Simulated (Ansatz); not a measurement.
```yaml
crystal:
  periodic: [false, false, false]
  atoms:
    - {symbol: N, position_ang: [-0.787124, -0.154603, -0.001598]}
    - {symbol: C, position_ang: [0.406276, -0.070148, 0.000033]}
    - {symbol: S, position_ang: [1.946471, -0.242175, -0.001378]}
    - {symbol: H, position_ang: [-1.565623, 0.466926, 0.002943]}
basis:
  gaussian: {orbitals: def2-TZVP}
hamiltonian: {xc: pbe0}
relax: {f_tol: 0.004, max_steps: 80}
```

```sh
$ ansatz run in.yaml --threads 1 --pin off --events-out ev --progress --plain --max-ram 2176MiB
```

Steps of the relaxation (energy above the last step; positions in Å, forces in eV/Å):

```
4
step 1, 27.2 meV
N    -0.787   -0.155   -0.002    0.149   -0.012    0.002
C     0.406   -0.070    0.000   -0.821   -0.397   -0.008
S     1.946   -0.242   -0.001    0.804    0.163    0.004
H    -1.566    0.467    0.003   -0.132    0.247    0.002
```

```
4
step 2, 15.3 meV
N    -0.791   -0.159   -0.002    0.021    0.065    0.002
C     0.403   -0.081    0.000   -0.425   -0.339   -0.005
S     1.953   -0.235   -0.001    0.390    0.160    0.002
H    -1.565    0.475    0.003    0.015    0.114    0.001
```

```
4
step 3, 2.5 meV
N    -0.801   -0.173   -0.002   -0.155    0.044    0.000
C     0.392   -0.114   -0.001    0.280   -0.070    0.000
S     1.958   -0.211   -0.001   -0.230    0.057    0.000
H    -1.549    0.498    0.003    0.105   -0.030    0.000
```

```
4
step 4, 1.5 meV
N    -0.813   -0.195   -0.002    0.378    0.062    0.000
C     0.387   -0.120   -0.001   -0.226   -0.113    0.000
S     1.951   -0.199   -0.001   -0.146    0.043    0.000
H    -1.525    0.513    0.003   -0.006    0.007    0.000
```

```
4
step 7, 0.0 meV
N    -0.809   -0.190   -0.002    0.000    0.000    0.000
C     0.386   -0.127   -0.001    0.000    0.000    0.000
S     1.949   -0.196   -0.001    0.000    0.000    0.000
H    -1.526    0.513    0.003    0.000    0.000    0.000
```

Close pairs at the end: N1–H4 1.004 Å, N1–C2 1.197 Å, C2–S3 1.564 Å.

A stationary point of restricted PBE0 after 7 steps (its stability towards spin polarisation wasn't tested); no frequencies were run, so it isn't proven a minimum. 13 s on 1 thread of Intel Xeon Platinum 8488C, shared host.
